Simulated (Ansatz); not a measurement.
**Si2H4O: one structure at several levels**

An exercise on one series of results from a longer session: the logs are not shown, and one member is left open.

The runs use Ansatz 0.2.0, Gaussian basis; single points in def2-TZVPP.

Cores are frozen in the correlated methods.

### The starting structure

SMILES `O=[SiH][SiH3]`, 7 atoms, charge 0, spin multiplicity 1.

Atoms are counted from 1 here; the program's logs count them from 0.

Bond lengths: O1–Si2 1.673 Å, Si2–Si3 2.461 Å, Si2–H4 1.534 Å, Si3–H5 1.405 Å, Si3–H6 1.421 Å, Si3–H7 1.456 Å. Angles: O1–Si2–Si3 122.8°, O1–Si2–H4 128.8°, Si3–Si2–H4 106.5°, Si2–Si3–H5 105.6°, Si2–Si3–H6 114.1°, Si2–Si3–H7 103.9°, H5–Si3–H6 117.7°, H5–Si3–H7 103.7°, H6–Si3–H7 110.5°.

Geometry (Å):

```xyz
7
H4OSi2
O    -1.0469   -1.9706    1.5671
Si   -0.7107   -1.2230    0.1091
Si    0.4985    0.9144   -0.0443
H    -1.3540   -1.4586   -1.2629
H     0.4796    1.2613   -1.4058
H     0.0680    1.8926    0.8920
H     1.8866    0.5492    0.2002
```

Set-up of the first run:

The input, run/in.yaml:

```yaml
crystal:
  periodic: [false, false, false]
  atoms:
    - {symbol: O, position_ang: [-1.046900, -1.970600, 1.567100]}
    - {symbol: Si, position_ang: [-0.710700, -1.223000, 0.109100]}
    - {symbol: Si, position_ang: [0.498500, 0.914400, -0.044300]}
    - {symbol: H, position_ang: [-1.354000, -1.458600, -1.262900]}
    - {symbol: H, position_ang: [0.479600, 1.261300, -1.405800]}
    - {symbol: H, position_ang: [0.068000, 1.892600, 0.892000]}
    - {symbol: H, position_ang: [1.886600, 0.549200, 0.200200]}
basis:
  gaussian: {orbitals: def2-TZVPP}
correlation: {method: ccsd_t}
output: {forces: true}
```

The command line of these runs was not kept.

Steps of the session up to this table: CCSD(T)/def2-TZVPP; PBE0-D4/def2-TZVPP; wB97M-V/def2-TZVPP; r2SCAN-D4/def2-TZVPP; PBE-D4/def2-TZVPP; r2SCAN0-D4/def2-TZVPP; r2SCANh-D4/def2-TZVPP.

One table of the session follows, with a row left open; its other results are not shown here.

| method | RMS force component (eV/Å) | angle to CCSD(T) forces (°) | dipole (D) |
| --- | --- | --- | --- |
| CCSD(T) | 1.578 | reference | 4.06 |
| PBE0-D4 | ? | ? | ? |
| wB97M-V | 1.774 | 4.5 | 4.52 |
| r2SCAN-D4 | 1.670 | 2.4 | 4.15 |
| PBE-D4 | 1.525 | 5.4 | 3.97 |
| r2SCAN0-D4 | 1.859 | 5.0 | 4.50 |
| r2SCANh-D4 | 1.747 | 3.2 | 4.29 |

Q: Estimate the row for PBE0-D4 from the others.

The run gave: RMS force component (eV/Å): 1.772; angle to CCSD(T) forces (°): 3.3; dipole (D): 4.39. In the column «RMS force component (eV/Å)» it lies between r2SCANh-D4 (1.747) and wB97M-V (1.774).
